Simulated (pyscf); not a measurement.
`[O]=[Mo](=[O])([F])[F]` + `[OH2]` → `[O]=[Mo]([OH])([OH])([F])[F]`, an addition across a multiple bond or ene-type step (singlet surface; H–O broken, H–O, Mo–O formed). PySCF, gas phase, ωB97X-D3(BJ)/def2-SVP geometries. Energies in kcal/mol from the separated reactants.

AM1 to PM7: differences of heats of formation from MOPAC, which are fitted to 298 K values and so differ in kind from electronic energies by zero-point and thermal terms. 

Task: Quick PM7 single points give ΔE‡ = 11.8 kcal/mol and ΔE = -29.6 kcal/mol. What does ωB97M-D3(BJ)/def2-TZVP give, and how far is the quick result from it?

Result: ωB97M-D3(BJ)/def2-TZVP gives ΔE‡ = 17.2 kcal/mol and ΔE = -4.6 kcal/mol. PM7 lies 5.5 kcal/mol under it in the barrier and 24.9 kcal/mol under it in the reaction energy, so on this step it does not hold to within 3.0 kcal/mol. ωB97M-D3(BJ)/def2-TZVP has limits of its own. On the reactant side the descent ends in an adduct with a Mo–O contact (not fully relaxed), 14.0 kcal/mol under the separated species and 29.9 kcal/mol under the saddle at ωB97X-D3(BJ)/def2-TZVP. What is counted as formed (Mo–O) is already present as a longer contact in the reactant adduct; forming that adduct is a step of its own. This is the saddle that the search found; another between the same sides may lie lower. In the def2 sets elements past Kr carry core potentials, without spin-orbit coupling.
